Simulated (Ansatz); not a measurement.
Born–Oppenheimer molecular dynamics of CH₉NSi (12 atoms, charge 0, multiplicity 1). It starts from a rough guess of a transition structure, not a stationary point.

Method: Ansatz 0.2.0, UKS r2SCANh-D4/STO-3G.

```yaml
ensemble: NVE (velocity Verlet)
time_step: 0.5 fs
steps_asked: 150
starting_velocities_drawn_for: 300 K
seed: 517023
```

First frame:

```xyz
12
Properties=species:S:1:pos:R:3
Si -0.770 -0.062 -0.032
N 0.592 -0.921 1.349
H -1.192 -1.388 -0.554
H -2.044 0.514 0.385
C 0.172 0.704 -1.484
H 0.555 0.404 1.586
H 0.038 1.131 1.173
H 0.167 -1.562 2.006
H 1.398 -1.385 0.952
H 0.372 1.760 -1.343
H 1.123 0.206 -1.644
H -0.408 0.598 -2.395
```

Task: How far do the bonds stretch over the last three quarters of this one trajectory? (Pairs bonded in most of those frames.)

Result: 
| bond | mean (Å) | spread (Å) | shortest | longest |
| --- | --- | --- | --- | --- |
| Si1–N2 | 1.782 | 0.116 | 1.60 | 1.97 |
| Si1–H3 | 1.452 | 0.023 | 1.41 | 1.50 |
| Si1–H4 | 1.449 | 0.023 | 1.42 | 1.49 |
| Si1–C5 | 1.891 | 0.032 | 1.83 | 1.93 |
| N2–H8 | 1.060 | 0.030 | 1.01 | 1.13 |
| N2–H9 | 1.065 | 0.046 | 0.98 | 1.16 |
| C5–H10 | 1.096 | 0.020 | 1.06 | 1.13 |
| C5–H11 | 1.097 | 0.017 | 1.07 | 1.13 |
| C5–H12 | 1.096 | 0.017 | 1.07 | 1.12 |
| H6–H7 | 0.730 | 0.031 | 0.69 | 0.77 |

Mean temperature of the second half: 1794 K. The conserved energy stayed within 0.46 meV per atom of its start (net change -0.39 meV per atom), so the integration is sound. The system heated up, since it started high on the potential surface and ran downhill. A run of 0.075 ps of so small a system gives no equilibrium averages. The orbitals stay closed-shell, which can raise the energy where a bond breaks towards radicals; this wasn't checked here. Limits of this set-up: minimal basis.

The run took 4.8 min on 1 thread of Intel(R) Xeon(R) 6975P-C (Granite Rapids) (shared host), peak memory 0.18 GiB.
